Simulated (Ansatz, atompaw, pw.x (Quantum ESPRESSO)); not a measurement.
# pw.x on diamond Si: one setting changed

Potential: PAW, atompaw 4.2.0.5, LDA (PW92); core [Ne], reference 3s2 3p2; waves: 3s (bound): rc 1.75 bohr; 3s channel at -0.4 Ry: rc 1.85 bohr; 3p (bound): rc 1.80 bohr; 3p channel at 0.5 Ry: rc 1.80 bohr; 3d channel at 0.5 Ry: rc 1.85 bohr; local part: bessel scheme, radius 1.65 bohr; core correction: smooth core density matched at 1.60 bohr; augmentation: sinc compensation charge, radius 1.50 bohr; PAW radius 1.85 bohr; waves and projectors: custom rrkj gramschmidtortho.

The reference run (k-mesh 9³, cutoffs 40/400 Ry, Fermi–Dirac 0.01 Ry, mixing_beta 0.4, conv_thr 1e-9, no spin) gives 0.20 GPa at 19.694 Å³/atom, where all-electron LAPW gives -0.03 GPa. This run, with its own iteration cap, changes nbnd to 16.

```
&control
  calculation='scf', prefix='x', pseudo_dir='./', outdir='./tmp', tstress=.true., disk_io='none'
/
&system
  ibrav=0, nat=2, ntyp=1, ecutwfc=40, ecutrho=400, nbnd=16,
  occupations='smearing', smearing='fd', degauss=0.01
/
&electrons
  conv_thr=1e-09, mixing_beta=0.4, electron_maxstep=60
/
ATOMIC_SPECIES
Si 1.0 Si.UPF
CELL_PARAMETERS angstrom
  0.00000000 2.70050288 2.70050288
  2.70050288 0.00000000 2.70050288
  2.70050288 2.70050288 0.00000000
ATOMIC_POSITIONS crystal
Si 0.0000 0.0000 0.0000
Si 0.2500 0.2500 0.2500
K_POINTS automatic
9 9 9 0 0 0
```

```bash
pw.x < Si.scf.in > Si.scf.out
```

Problem. How does the run end?

Solution. It converges in 7 iterations; the free energy moves by +0.0 meV/atom and the pressure by +0.00 GPa. The result is that of the reference run.

```
Message from routine setup:
     using ibrav=0 with symmetry is DISCOURAGED, use correct ibrav instead
     lattice parameter (alat)  =       7.2170  a.u.
     unit-cell volume          =     265.8034 (a.u.)^3
     number of electrons       =         8.00
     number of Kohn-Sham states=           16
     kinetic-energy cutoff     =      40.0000  Ry
     charge density cutoff     =     400.0000  Ry
     scf convergence threshold =      1.0E-09
     Exchange-correlation= SLA PW NOGX NOGC
     number of k points=    35  Fermi-Dirac smearing, width (Ry)=  0.0100
     negative rho (up, down):  1.017E-02 0.000E+00
     iteration #  1     ecut=    40.00 Ry     beta= 0.40
     negative rho (up, down):  1.047E-02 0.000E+00
     total energy              =     -89.29534953 Ry
     estimated scf accuracy    <       0.06020151 Ry
     iteration #  2     ecut=    40.00 Ry     beta= 0.40
     negative rho (up, down):  1.038E-02 0.000E+00
     total energy              =     -89.29175407 Ry
     estimated scf accuracy    <       0.01493049 Ry
     iteration #  3     ecut=    40.00 Ry     beta= 0.40
     negative rho (up, down):  9.894E-03 0.000E+00
     total energy              =     -89.29284059 Ry
     estimated scf accuracy    <       0.00031719 Ry
     iteration #  4     ecut=    40.00 Ry     beta= 0.40
     negative rho (up, down):  9.834E-03 0.000E+00
     total energy              =     -89.29291068 Ry
     estimated scf accuracy    <       0.00000612 Ry
     iteration #  5     ecut=    40.00 Ry     beta= 0.40
     negative rho (up, down):  9.625E-03 0.000E+00
     total energy              =     -89.29291307 Ry
     estimated scf accuracy    <       0.00000042 Ry
     iteration #  6     ecut=    40.00 Ry     beta= 0.40
     negative rho (up, down):  9.658E-03 0.000E+00
     total energy              =     -89.29291306 Ry
     estimated scf accuracy    <       0.00000005 Ry
     iteration #  7     ecut=    40.00 Ry     beta= 0.40
     negative rho (up, down):  9.665E-03 0.000E+00
     the Fermi energy is     6.4462 ev
!    total energy              =     -89.29291307 Ry
     estimated scf accuracy    <          2.9E-10 Ry
     smearing contrib. (-TS)   =      -0.00038159 Ry
     The total energy is F=E-TS. E is the sum of the following terms:
     one-electron contribution =       5.88268464 Ry
     hartree contribution      =       1.07652042 Ry
     xc contribution           =      -5.64798352 Ry
     ewald contribution        =     -16.88912557 Ry
     one-center paw contrib.   =     -73.71462745 Ry
     convergence has been achieved in   7 iterations
     negative rho (up, down):  9.665E-03 0.000E+00
          total   stress  (Ry/bohr**3)                   (kbar)     P=        1.98
     Message from routine punch:
     Nothing written, as per user request (disk_io='none')
```

The run took about 6.6 s on one core of a shared host (Intel(R) Xeon(R) 6975P-C, 32 threads, 248 GiB, load 9).
